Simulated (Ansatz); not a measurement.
```yaml
crystal:
  periodic: [false, false, false]
  atoms:
    - {symbol: C, position_ang: [-0.613622, -0.794757, 1.672829]}
    - {symbol: C, position_ang: [-0.172518, -0.188739, 0.388508]}
    - {symbol: N, position_ang: [1.042774, -0.239164, -0.063708]}
    - {symbol: C, position_ang: [1.156691, 0.417689, -1.253778]}
    - {symbol: C, position_ang: [0.016897, 0.982391, -1.730124]}
    - {symbol: S, position_ang: [-1.260889, 0.678150, -0.639409]}
    - {symbol: H, position_ang: [0.186578, -1.431052, 2.048879]}
    - {symbol: H, position_ang: [-1.517003, -1.394633, 1.546705]}
    - {symbol: H, position_ang: [-0.825859, -0.025710, 2.420087]}
    - {symbol: H, position_ang: [2.117966, 0.455214, -1.748938]}
    - {symbol: H, position_ang: [-0.131016, 1.540610, -2.641061]}
basis:
  gaussian: {orbitals: "6-31++G**"}
hamiltonian: {xc: {name: HF}}
correlation: {method: mp2, frozen_orbitals: {C: 0}}
accuracy: high
output: {forces: true}
```

```sh
$ ansatz run in.yaml --threads 2 --pin off --events-out ev --progress --plain --max-ram 20480MiB --backend cpu
```

Output, abridged:

```
Functional definition: HF
Error: "frozen_orbitals" has no count for N
```

Q: What is wrong with this run?

A: Frozen orbitals are typed for one element alone, and the program wants a count for each. The program refused the input.
